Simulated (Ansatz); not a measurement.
This geometry of AlH3O + H3P (9 atoms, charge 0, multiplicity 1) is a first-order saddle point.

All numbers below come from RKS PBE0-D4/def2-SVP (Ansatz 0.2.0).

```xyz
9
Properties=species:S:1:pos:R:3
Al 0.369 0.338 0.251
O -0.327 -0.182 1.884
H -1.200 -0.584 1.976
H 1.915 0.036 0.099
H -0.695 0.219 -0.924
P 0.067 2.691 1.433
H 1.458 2.668 1.122
H -0.404 2.819 0.091
H -0.313 1.106 1.925
```

**Question.** Which two structures does it join? (They come from a converged band through this point; their orientation in space is the band's.)

**Answer.** Bonds broken: P6–H9. Bonds formed: Al1–P6, O2–H9. AlH3O + H3P becomes AlH6OP.

Initial state:

```xyz
9
Properties=species:S:1:pos:R:3
Al 0.216 -0.046 0.261
O -0.297 -0.669 1.772
H -1.210 -0.828 2.019
H 1.782 0.010 0.049
H -0.854 0.248 -0.878
P 0.219 3.119 1.389
H 1.522 2.651 1.036
H -0.371 2.719 0.147
H -0.137 1.906 2.061
```

Final state:

```xyz
9
Properties=species:S:1:pos:R:3
Al 0.373 0.491 0.227
O -0.373 -0.202 1.984
H -1.185 -0.726 1.947
H 1.779 -0.247 0.111
H -0.851 0.070 -0.716
P 0.338 2.708 1.074
H 1.656 3.108 0.709
H -0.320 3.335 -0.024
H -0.549 0.573 2.544
```

**Question.** How far does it lie above each of them?

**Answer.** 0.72 eV above the first and 0.82 eV above the second. This is the barrier of this one path; another mechanism may lie lower. The orbitals stay closed-shell, which can raise the energy where a bond breaks towards radicals; this wasn't checked here.

Run time: 6.5 min on 1 thread of Intel(R) Xeon(R) Platinum 8259CL CPU @ 2.50GHz (Skylake/Cascade Lake) (shared host), peak memory 0.19 GiB.
